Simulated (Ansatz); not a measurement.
# Lattice parameter a of some bcc solids

Method: PBE (Ansatz, an electronic-structure program, PAW). References are measured values corrected to a static lattice or taken at low temperature (these still hold zero-point motion). The table is a random draw of 6 from 13 solids with such references.

Values in Å.

```csv
solid,reference,PBE,error (%)
antiferromagnetic bcc Cr,2.877,2.866,-0.38
bcc Li,3.449,3.435,-0.41
bcc Cs,6.039,6.162,+2.04
bcc Mo,3.141,3.161,+0.64
bcc Rb,5.576,5.670,+1.69
bcc W,3.16,3.184,+0.76
```

Over these 6 solids the mean error is +0.72 %, the mean absolute error 0.98 % (median 0.70 %), and the worst case bcc Cs at +2.04 %; the value is too high in 4 of 6 cases. Over all 13 the mean error is +0.41 % and the mean absolute error 0.84 % (median 0.63 %).

All these references are brought to a static lattice.

Spin–orbit coupling is left out, also for the solids with elements from indium on (bcc Cs, bcc W); its size isn't shown.

Differences are worked out from the printed values.

Caveats: the commensurate order stands in for chromium's spin-density wave, and the size of the moments varies much between levels (antiferromagnetic bcc Cr). Ansatz's density-functional and Hartree–Fock values are scalar-relativistic unless marked +SOC, with PAW data made under PBE.

Ansatz's runs of these crystals have no spin polarisation, but for antiferromagnetic bcc Cr.

Density-functional runs with spin start from opposed moments for antiferromagnetic bcc Cr.

Not in this set, of the bcc solids with a reference value in our tables and a result at some level: 3 for a high-temperature or high-pressure phase (bcc Ti, bcc Tl, bcc Zr). These can be a level's worst cases. Values held back for tests aren't counted. Layered and molecular crystals are counted apart. The metals Ce to Yb are counted apart.

References as tabulated in Csonka et al. (2009), arXiv:0903.4037; Mejia-Rodriguez and Trickey (2018), arXiv:1807.09216; Levämäki et al. (2014), arXiv:1402.3671.
